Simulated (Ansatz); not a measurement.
This script makes a ladder of basis sets of CH2O (charge -1), SMILES [CH2][O-] with Ansatz 0.2.0 through its Python package.

`basis.py`:
```python
import ansatz as az

geometry_ang = [
    ('C', [-0.0848, 0.0059, 0.2965]),
    ('O', [1.2463, -0.144, -0.0888]),
    ('H', [-0.4759, 0.9687, -0.0917]),
    ('H', [-0.6856, -0.8306, -0.116]),
]
mol = az.Crystal.molecule()
for symbol, xyz in geometry_ang:
    mol = mol.atom(symbol, xyz)

setup = (
    mol.calculation()
    .correlation('MP2')
    .charge(-1)
    .spin('collinear', total=1)
    .scf(lower_state_search='off')
)

energies = {}
for basis in ['cc-pVDZ', 'cc-pVTZ']:
    summary = setup.basis(gaussian=basis).run(threads=1, pin='off').report
    size = summary['n_frozen'] + summary['n_occupied'][0] + summary['n_virtual'][0]
    energies[basis] = (summary['reference_energy_ev'] / 27.211386246, summary['free_energy_ev'] / 27.211386246)
    print(f'{basis:14s} {size:4d} orbitals  reference {energies[basis][0]:14.6f} Ha  total {energies[basis][1]:14.6f} Ha')

small, large = (energies[b][1] - energies[b][0] for b in ('cc-pVDZ', 'cc-pVTZ'))
limit = (3 ** 3 * large - 2 ** 3 * small) / (3 ** 3 - 2 ** 3)
print(f'correlation energy: {small:.6f} and {large:.6f} Ha, extrapolated {limit:.6f} Ha')
print(f'share caught by the larger set: {100 * large / limit:.1f} %')
```

How far does the total energy move along this ladder of basis sets?

Against cc-pVDZ: cc-pVTZ -136.9 mHa. The last step alone is -136.94 mHa.

The output:

```console
$ python basis.py
cc-pVDZ          38 orbitals  reference    -113.779961 Ha  total    -114.100109 Ha
cc-pVTZ          88 orbitals  reference    -113.826383 Ha  total    -114.237052 Ha
correlation energy: -0.320148 and -0.410669 Ha, extrapolated -0.448783 Ha
share caught by the larger set: 91.5 %
```

Caveats:
- These settings explore the input space; basis and method may be short of convergence.
- The geometry is a force-field or estimated start, not a minimum of this method, and the last set is no limit. Much of the fall in a total is atomic energy, which cancels in bond and reaction energies.
- The species is open-shell (spin multiplicity 2).
- Inner cores stay frozen, so this is valence correlation.
- An extrapolation from small basis sets is rough.
- Anions want diffuse functions, which this basis lacks.
- Run time: 1.6 s on 1 thread of Intel(R) Xeon(R) Processor @ 2.30GHz, with other jobs on the host, peak memory 0.2 GiB.
